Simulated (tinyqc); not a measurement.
UHF in the sto-6g basis, for LiH, spin multiplicity 3, step by step. One step of it, computed by the program tinyqc.

Task: Iteration 2: building the Fock matrix. J_ij = sum D_kl (ij|kl) with D = D(alpha) + D(beta), K_ij = sum D_kl (ik|jl) for each spin; F = H + J - K(s); E = tr D H + tr D J / 2 - 0.5 sum_s tr D(s) K(s) + E_nn.

D(alpha) after iteration 1:
```
            1Li 1s     1Li 2s   1Li 2px   1Li 2py   1Li 2pz      2H 1s
1Li 1s    1.059710  -0.253730  0.000000  0.000000  0.000675   0.027618
1Li 2s   -0.253730   1.078416  0.000000  0.000000  0.000268  -0.132376
1Li 2px   0.000000   0.000000  0.000000  0.000000  0.000000   0.000000
1Li 2py   0.000000   0.000000  0.000000  0.000000  0.000000   0.000000
1Li 2pz   0.000675   0.000268  0.000000  0.000000  0.093455   0.272702
2H 1s     0.027618  -0.132376  0.000000  0.000000  0.272702   0.812222
```

D(beta) after iteration 1:
```
            1Li 1s     1Li 2s   1Li 2px   1Li 2py    1Li 2pz      2H 1s
1Li 1s    0.991020   0.018362  0.000000  0.000000   0.002501  -0.002297
1Li 2s    0.018362   0.000340  0.000000  0.000000   0.000046  -0.000043
1Li 2px   0.000000   0.000000  0.000000  0.000000   0.000000   0.000000
1Li 2py   0.000000   0.000000  0.000000  0.000000   0.000000   0.000000
1Li 2pz   0.002501   0.000046  0.000000  0.000000   0.000006  -0.000006
2H 1s    -0.002297  -0.000043  0.000000  0.000000  -0.000006   0.000005
```

core Hamiltonian H = T + V (hartree):
```
            1Li 1s     1Li 2s    1Li 2px    1Li 2py    1Li 2pz      2H 1s
1Li 1s   -4.629723  -0.981358   0.000000   0.000000  -0.005005  -0.014217
1Li 2s   -0.981358  -1.271476   0.000000   0.000000  -0.055581  -0.173885
1Li 2px   0.000000   0.000000  -1.045910   0.000000   0.000000   0.000000
1Li 2py   0.000000   0.000000   0.000000  -1.045910   0.000000   0.000000
1Li 2pz  -0.005005  -0.055581   0.000000   0.000000  -1.081991  -0.259468
2H 1s    -0.014217  -0.173885   0.000000   0.000000  -0.259468  -1.008999
```

Two-electron integrals (ij|kl) in chemists' order, unique and non-zero (hartree):
```
(11|11) 1.681247   (21|11) 0.242603   (21|21) 0.044507   (22|11) 0.397190
(22|21) 0.090279   (22|22) 0.290625   (31|31) 0.009437   (32|31) 0.014261
(32|32) 0.064236   (33|11) 0.397190   (33|21) 0.090279   (33|22) 0.290625
(33|33) 0.313125   (41|41) 0.009437   (42|41) 0.014261   (42|42) 0.064236
(43|43) 0.016875   (44|11) 0.397190   (44|21) 0.090279   (44|22) 0.290625
(44|33) 0.279374   (44|44) 0.313125   (51|51) 0.009437   (52|51) 0.014261
(52|52) 0.064236   (53|53) 0.016875   (54|54) 0.016875   (55|11) 0.397190
(55|21) 0.090279   (55|22) 0.290625   (55|33) 0.279374   (55|44) 0.279374
(55|55) 0.313125   (61|11) 0.003304   (61|21) 0.000601   (61|22) 0.001263
(61|33) 0.001245   (61|44) 0.001245   (61|51) 0.000081   (61|52) 0.000177
(61|55) 0.001300   (61|61) 0.000009   (62|11) 0.030518   (62|21) 0.007151
(62|22) 0.028050   (62|33) 0.026451   (62|44) 0.026451   (62|51) 0.000994
(62|52) 0.008560   (62|55) 0.031249   (62|61) 0.000120   (62|62) 0.007345
(63|31) 0.000282   (63|32) 0.001828   (63|53) 0.000885   (63|63) 0.000247
(64|41) 0.000282   (64|42) 0.001828   (64|54) 0.000885   (64|64) 0.000247
(65|11) 0.045056   (65|21) 0.010591   (65|22) 0.042207   (65|33) 0.039551
(65|44) 0.039551   (65|51) 0.001561   (65|52) 0.013532   (65|55) 0.047517
(65|61) 0.000181   (65|62) 0.011690   (65|65) 0.018653   (66|11) 0.179319
(66|21) 0.042272   (66|22) 0.177209   (66|33) 0.165877   (66|44) 0.165877
(66|51) 0.005002   (66|52) 0.054321   (66|55) 0.199870   (66|61) 0.000703
(66|62) 0.065941   (66|65) 0.106825   (66|66) 0.774999
```

nuclear repulsion = 0.53796396 hartree

Give: Coulomb J; exchange K(alpha); exchange K(beta); F(alpha); F(beta); total energy of this density.

Result:

Coulomb J (hartree):
```
         1Li 1s  1Li 2s  1Li 2px  1Li 2py  1Li 2pz   2H 1s
1Li 1s   3.9615  0.6206   0.0000   0.0000   0.0047  0.0086
1Li 2s   0.6206  1.2723   0.0000   0.0000   0.0494  0.1504
1Li 2px  0.0000  0.0000   1.2610   0.0000   0.0000  0.0000
1Li 2py  0.0000  0.0000   0.0000   1.2610   0.0000  0.0000
1Li 2pz  0.0047  0.0494   0.0000   0.0000   1.2949  0.2313
2H 1s    0.0086  0.1504   0.0000   0.0000   0.2313  1.2281
```

exchange K(alpha) (hartree):
```
         1Li 1s  1Li 2s  1Li 2px  1Li 2py  1Li 2pz   2H 1s
1Li 1s   1.7075  0.2439   0.0000   0.0000   0.0011  0.0048
1Li 2s   0.2439  0.3244   0.0000   0.0000   0.0155  0.0783
1Li 2px  0.0000  0.0000   0.0738   0.0000   0.0000  0.0000
1Li 2py  0.0000  0.0000   0.0000   0.0738   0.0000  0.0000
1Li 2pz  0.0011  0.0155   0.0000   0.0000   0.1389  0.1512
2H 1s    0.0048  0.0783   0.0000   0.0000   0.1512  0.6799
```

exchange K(beta) (hartree):
```
         1Li 1s  1Li 2s  1Li 2px  1Li 2py  1Li 2pz   2H 1s
1Li 1s   1.6751  0.2485   0.0000   0.0000   0.0009  0.0035
1Li 2s   0.2485  0.0475   0.0000   0.0000   0.0002  0.0007
1Li 2px  0.0000  0.0000   0.0099   0.0000   0.0000  0.0000
1Li 2py  0.0000  0.0000   0.0000   0.0099   0.0000  0.0000
1Li 2pz  0.0009  0.0002   0.0000   0.0000   0.0099  0.0001
2H 1s    0.0035  0.0007   0.0000   0.0000   0.0001  0.0000
```

F(alpha) (hartree):
```
          1Li 1s   1Li 2s  1Li 2px  1Li 2py  1Li 2pz    2H 1s
1Li 1s   -2.3757  -0.6046   0.0000   0.0000  -0.0013  -0.0104
1Li 2s   -0.6046  -0.3236   0.0000   0.0000  -0.0217  -0.1018
1Li 2px   0.0000   0.0000   0.1413   0.0000   0.0000   0.0000
1Li 2py   0.0000   0.0000   0.0000   0.1413   0.0000   0.0000
1Li 2pz  -0.0013  -0.0217   0.0000   0.0000   0.0740  -0.1794
2H 1s    -0.0104  -0.1018   0.0000   0.0000  -0.1794  -0.4609
```

F(beta) (hartree):
```
          1Li 1s   1Li 2s  1Li 2px  1Li 2py  1Li 2pz    2H 1s
1Li 1s   -2.3433  -0.6092   0.0000   0.0000  -0.0012  -0.0091
1Li 2s   -0.6092  -0.0467   0.0000   0.0000  -0.0065  -0.0242
1Li 2px   0.0000   0.0000   0.2052   0.0000   0.0000   0.0000
1Li 2py   0.0000   0.0000   0.0000   0.2052   0.0000   0.0000
1Li 2pz  -0.0012  -0.0065   0.0000   0.0000   0.2030  -0.0283
2H 1s    -0.0091  -0.0242   0.0000   0.0000  -0.0283   0.2190
```

total energy of this density = -7.844081 hartree
